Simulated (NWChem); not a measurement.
# isobutene (C$_{4}$H$_{8}$); SMILES C=C(C)C

Results from NWChem. Pople sets run with spherical d functions. Geometry: optimised at PBE0/def2-SVP. Total energies compare along this basis series because the functional is fixed.

```
level             basis functions  energy (Ha)  highest occupied level (eV)  orbital gap (eV)  dipole (D)
----------------  ---------------  -----------  ---------------------------  ----------------  ----------
B3LYP/STO-3G                   28    -155.3290                        -5.05              8.47        0.43
B3LYP/3-21G                    52    -156.3728                        -6.54              7.46        0.52
B3LYP/6-31G*                   72    -157.2240                        -6.50              7.33        0.51
B3LYP/6-31+G*                  88    -157.2310                        -6.76              6.86        0.58
B3LYP/def2-SVP                 96    -157.1136                        -6.70              7.22        0.58
B3LYP/def2-SVPD               144    -157.1240                        -6.84              7.05        0.56
B3LYP/def2-TZVP               172    -157.2906                        -6.81              7.05        0.56
B3LYP/6-311++G**              144    -157.2748                        -6.82              6.56        0.58
```
